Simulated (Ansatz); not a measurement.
System: H₃Si, doublet: umbrella (inversion) coordinate, bond length relaxed. Scanned: angle between the Si-H bonds and the threefold axis (90 = planar). Other coordinates (Si-H bond length) were minimised at PBE0/def2-TZVP.

Computed with Ansatz (a first-principles code) with full CI/cc-pVDZ, frozen core.

Scanned values (°): 93, 95.56, 99.07, 101.71, 104.35, 107.63, 110.37, 114.73, 116.29, 119.32, 122.39, 126.30, 129.75, 132.

**Question.** Locate the minima and the barriers on this grid.

**Answer.** Lower than their neighbours: 107.63° (0.0 kcal/mol). Higher than their neighbours: 93° (5.2 kcal/mol, end of the scan), 132° (37.7 kcal/mol, end of the scan). The whole profile spans 37.7 kcal/mol.

The scan ran from 90.0 to 132.0; beyond the range shown the relaxed coordinates jump or full CI changes its symmetry label.
